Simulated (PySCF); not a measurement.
Species: ethylidenecyclobutane, C6H10.
InChI=1S/C6H10/c1-2-6-4-3-5-6/h2H,3-5H2,1H3

The closed-shell ground state was solved at several levels (PySCF, density fitting, gas phase, non-relativistic). Isolated species at its PBE0-D3(BJ)/def2-SVP geometry, gas phase.

```
             level  basis functions  total energy (Eh)  HOMO (eV)  LUMO (eV)  gap (eV)  dipole (D)
     BLYP/pcSseg-1              152          -234.4482      -5.32      -0.40      4.92        0.16
CAM-B3LYP/pcSseg-1              152          -234.4391      -7.89       1.57      9.46        0.17
     OPBE/pcSseg-1              152          -234.4892      -5.45      -0.47      4.98        0.17
  wB97X-D/pcSseg-1              152          -234.5021      -8.42       2.24     10.66        0.18
    B3LYP/pcSseg-1              152          -234.5892      -6.38       0.22      6.60        0.16
      KT3/pcSseg-1              152          -238.4438      -5.52      -0.54      4.98        0.15
     PBE0/pcSseg-1              152          -234.2912      -6.58       0.44      7.02        0.17
    B97-D/pcSseg-1              152          -234.3946      -5.43      -0.44      4.99        0.16
     BP86/pcSseg-1              152          -234.5781      -5.56      -0.60      4.96        0.17
```

What might BHandHLYP/pcSseg-1 (152 basis functions) give for the same quantities?

Total energy -234.4222 Eh, HOMO -7.55 eV, LUMO 1.51 eV, gap 9.06 eV, dipole 0.17 D.

Over all these levels, which gives the widest orbital gap and which the narrowest?

wB97X-D/pcSseg-1 (range-separated hybrid) has the widest, 10.66 eV, and BLYP/pcSseg-1 (GGA) the narrowest, 4.92 eV. From the narrowest to the widest the HOMO moves by -3.10 eV and the LUMO by +2.64 eV.

In the pcSseg-1 basis, how does the gap go with the fixed share of exact exchange?

BLYP (0 %) 4.92 eV; BP86 (0 %) 4.96 eV; KT3 (0 %) 4.98 eV; OPBE (0 %) 4.98 eV; B97-D (0 %) 4.99 eV; B3LYP (20 %) 6.60 eV; PBE0 (25 %) 7.02 eV; BHandHLYP (50 %) 9.06 eV. Each rise in the share widens the gap here.

How far do the dipole and the HOMO energy spread over the levels?

The dipole runs from 0.15 to 0.18 D (mean 0.17 D) and the HOMO from -8.42 to -5.32 eV.

Note: B97-D and wB97X-D ran without an empirical dispersion term, which enters the total energy and its gradient alone.
